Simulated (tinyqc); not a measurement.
Inside a calculation. Method: FCI on RHF in the sto-6g basis, frozen core, for HF, spin multiplicity 1. One step of it, computed by the program tinyqc.

Problem. Integrals over molecular orbitals. (pq|rs) = sum C_ip C_jq C_kr C_ls (ij|kl), one index at a time.

coefficients C:
```
              MO1        MO2        MO3        MO4       MO5        MO6
1F 1s    0.997156  -0.241732   0.060119   0.000000  0.000000   0.062425
1F 2s    0.012335   0.975244  -0.335591   0.000000  0.000000  -0.402862
1F 2px   0.000000   0.000000   0.000000  -0.639953  0.768414   0.000000
1F 2py   0.000000   0.000000   0.000000   0.768414  0.639953   0.000000
1F 2pz   0.001437   0.049896   0.692659   0.000000  0.000000  -0.790676
2H 1s   -0.002519   0.118957   0.563487   0.000000  0.000000   0.968107
```

core Hamiltonian H = T + V (hartree), lower triangle:
```
             1F 1s       1F 2s     1F 2px     1F 2py     1F 2pz      2H 1s
1F 1s   -40.916980
1F 2s    -9.123499  -10.884120
1F 2px    0.000000    0.000000  -8.688424
1F 2py    0.000000    0.000000   0.000000  -8.688424
1F 2pz   -0.011588   -0.134903   0.000000   0.000000  -8.766901
2H 1s    -1.389031   -3.070930   0.000000   0.000000  -2.103244  -4.800250
```

Two-electron integrals (ij|kl) in chemists' order, unique and non-zero (hartree):
```
(11|11) 5.406240   (21|11) 0.768129   (21|21) 0.138909   (22|11) 1.266271
(22|21) 0.283987   (22|22) 0.926367   (31|31) 0.029452   (32|31) 0.044681
(32|32) 0.204753   (33|11) 1.266273   (33|21) 0.283987   (33|22) 0.926366
(33|33) 0.998085   (41|41) 0.029452   (42|41) 0.044681   (42|42) 0.204753
(43|43) 0.053789   (44|11) 1.266273   (44|21) 0.283987   (44|22) 0.926366
(44|33) 0.890506   (44|44) 0.998085   (51|51) 0.029452   (52|51) 0.044681
(52|52) 0.204753   (53|53) 0.053789   (54|54) 0.053789   (55|11) 1.266273
(55|21) 0.283987   (55|22) 0.926366   (55|33) 0.890506   (55|44) 0.890506
(55|55) 0.998085   (61|11) 0.123790   (61|21) 0.021464   (61|22) 0.042938
(61|33) 0.042865   (61|44) 0.042865   (61|51) 0.000934   (61|52) 0.001827
(61|55) 0.043084   (61|61) 0.003372   (62|11) 0.316529   (62|21) 0.072070
(62|22) 0.262675   (62|33) 0.258941   (62|44) 0.258941   (62|51) 0.005231
(62|52) 0.039617   (62|55) 0.270143   (62|61) 0.011142   (62|62) 0.092632
(63|31) 0.007960   (63|32) 0.045734   (63|53) 0.008252   (63|63) 0.013506
(64|41) 0.007960   (64|42) 0.045734   (64|54) 0.008252   (64|64) 0.013506
(65|11) 0.216934   (65|21) 0.050085   (65|22) 0.195143   (65|33) 0.186921
(65|44) 0.186921   (65|51) 0.011116   (65|52) 0.073412   (65|55) 0.211588
(65|61) 0.008075   (65|62) 0.084469   (65|65) 0.089921   (66|11) 0.480686
(66|21) 0.111506   (66|22) 0.467615   (66|33) 0.452128   (66|44) 0.452128
(66|51) 0.010036   (66|52) 0.106385   (66|55) 0.498589   (66|61) 0.017361
(66|62) 0.214679   (66|65) 0.226953   (66|66) 0.774999
```

Give: one-electron integrals over orbitals h = C^T H C; Two-electron integrals over orbitals.

Solution.

one-electron integrals over orbitals h = C^T H C (hartree), lower triangle:
```
         1       2       3       4       5       6
1  -40.904
2    0.724  -9.201
3   -0.175   0.552  -7.249
4    0.000   0.000   0.000  -8.688
5    0.000   0.000   0.000   0.000  -8.688
6   -0.190   1.006   2.064   0.000   0.000  -6.084
```

Two-electron integrals over orbitals (pq|rs), unique and non-zero (hartree); the lowest 1 orbital is frozen and left out:
```
(22|22) 0.867    (32|22) -0.037   (32|32) 0.149    (33|22) 0.729
(33|32) -0.030   (33|33) 0.722    (42|42) 0.186    (43|42) -0.035
(43|43) 0.041    (44|22) 0.890    (44|32) -0.074   (44|33) 0.719
(44|44) 0.998    (52|52) 0.186    (53|52) -0.035   (53|53) 0.041
(54|54) 0.054    (55|22) 0.890    (55|32) -0.074   (55|33) 0.719
(55|44) 0.891    (55|55) 0.998    (62|22) -0.110   (62|32) -0.063
(62|33) -0.030   (62|44) -0.107   (62|55) -0.107   (62|62) 0.093
(63|22) -0.203   (63|32) 0.090    (63|33) -0.109   (63|44) -0.221
(63|55) -0.221   (63|62) 0.048    (63|63) 0.204    (64|42) -0.036
(64|43) -0.019   (64|64) 0.030    (65|52) -0.036   (65|53) -0.019
(65|65) 0.030    (66|22) 0.661    (66|32) 0.059    (66|33) 0.664
(66|44) 0.639    (66|55) 0.639    (66|62) -0.062   (66|63) -0.018
(66|66) 0.700
```
